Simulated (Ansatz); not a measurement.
Results of PBE+SOC (Ansatz, a first-principles code, PAW) for rock-salt BaTe.

Run with plane-wave cutoff 520 eV, 8×8×8 k mesh, Fermi–Dirac smearing 0.01 eV, PAW data made under PBE.

Pressure at four volumes; x = ln(V/44.058 Å³). One pressure is withheld.

| V (Å³/atom) | x | P (GPa) |
|---|---|---|
| 41.415 | -0.0619 | 2.023 |
| 44.058 | 0.0000 | 0.001 |
| 45.821 | 0.0392 | -1.026 |
| 46.702 | 0.0583 | ? |

Pass a parabola P(x) through the three rows shown, estimate the bulk modulus and its pressure derivative near zero pressure, and predict the withheld pressure.

Slopes between the rows: (0.001 − (2.023))/(0.0000 − (-0.0619)) = -32.67 and (-1.026 − (0.001))/(0.0392 − (0.0000)) = -26.20 GPa. Their difference over the span 0.1011 is c = 6.47/0.1011 = 64.0 GPa, so P(x) = 2.023 + (-32.67)(x − (-0.0619)) + 64.0 (x − (-0.0619))(x − (0.0000)). At the middle row B = −dP/dx = −[-32.67 + 64.0 × 0.0619] = 28.7 GPa, and B′ = dB/dP = 2c/B = 4.5. At x = 0.0583 the parabola gives -1.455 GPa; the run gives -1.463 GPa. The Birch–Murnaghan fit to the energies at all volumes has B0 = 28.5 GPa and B′ = 4.4.
